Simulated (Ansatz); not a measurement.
`[OH][Mg][SH]` → 2 H• + Mg (atom) + O• + S•  (atomization)

Isolated molecules relaxed with PBE0-D4/def2-TZVP in Ansatz; ΔE leaves out vibrations. CCSD(T)/CBS adds triple-zeta CCSD(T) − MP2 to the extrapolated MP2 energy (def2 sets, frozen cores). This one scheme is used for every species, atoms too. Open shells (•) are unrestricted, without spin–orbit coupling. Spin–orbit coupling would lower the free atoms: a little for O, S. For Mg outer-core shells are correlated without core-valence functions, so the limit isn't a true one: a few kJ/mol of doubt a bond, and 10 to 20 or more in all where bonds break to atoms. Each species was taken in one conformer, which may not be the lowest.

```
        level  ΔE (kcal/mol)
CCSD/def2-SVP          318.8
HF/def2-TZVPP          240.2
```

Problem. What does CCSD(T)/CBS give? (Best estimate.)

Solution. Ansatz gave: +358.4 kcal/mol. The listed levels differ from it by -39.6, -118.2 kcal/mol.

Largest T1 diagnostic among the species: 0.010.

At CCSD(T), def2-SVP lies −35.8 kcal/mol from the extrapolated value and def2-TZVPP −18.0 kcal/mol: correlation converges slowly with the basis, and small sets miss more of it in the bonded molecule than in its fragments. The D4 term adds +2.4 kcal/mol with B3LYP and +1.2 kcal/mol with PBE0; it sums over pairs of atoms, weighted by their polarisabilities, and B3LYP, whose exchange is more repulsive, gets the larger term.

B3LYP here is the variant with VWN-RPA as its local correlation; programs differ in this.

For atomizations the MP2-based limit and the directly extrapolated one differ by several kJ/mol either way, and by 10 to 25 for some Ge, Se and Sn compounds, so smaller differences from it don't rank the levels.
